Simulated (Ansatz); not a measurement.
Input file:

```yaml
crystal:
  periodic: [false, false, false]
  atoms:
    - {symbol: N, position_ang: [0.000000, 0.000000, -1.338000]}
    - {symbol: N, position_ang: [0.000000, 0.000000, -0.201300]}
    - {symbol: Si, position_ang: [0.000000, 0.000000, 1.539300]}
basis:
  gaussian: {orbitals: cc-pVDZ}
total_charge: 1
magnetization: {spin_polarized: true, initial_magnetization: 1}
hamiltonian: {xc: {name: PBE}}
output: {orbitals: {seedname: orbitals}}
```

```sh
$ ansatz run in.yaml --threads 1 --pin off --events-out ev --progress --plain --max-ram 2393MiB
```

Log:

```
461 factors; integrals over basis functions are off by at most 5.8e-4 eV
mean field evaluation 1: about -10765.5808 eV, gradient 9.1e1 eV
mean field evaluation 2: about -10137.9842 eV, gradient 2.0e2 eV
mean field evaluation 4: about -10838.6725 eV, gradient 1.6e1 eV
mean field evaluation 8: about -10840.0313 eV, gradient 2.8e-1 eV
mean field evaluation 16: about -10840.0283 eV, gradient 1.8e-4 eV
mean field evaluation 32: about -10839.9457 eV, gradient 2.8e0 eV
mean field -10840.02832622 eV, -398.3636933534 hartree, gradient 5.5e-5 eV, S^2 0.756092; 3 other end points of the search recorded, 0 dependent functions left out
reference -10840.02834824 eV, -398.3636941626 hartree; 14, 13 occupied and 32, 33 virtual orbitals, 461 factors
Total energy: -10840.02834824 eV, -398.3636941626 hartree
```

Ran on 1 thread of Intel Xeon 6975P-C, shared host: 1.3 s wall, 0.15 GiB peak host memory.
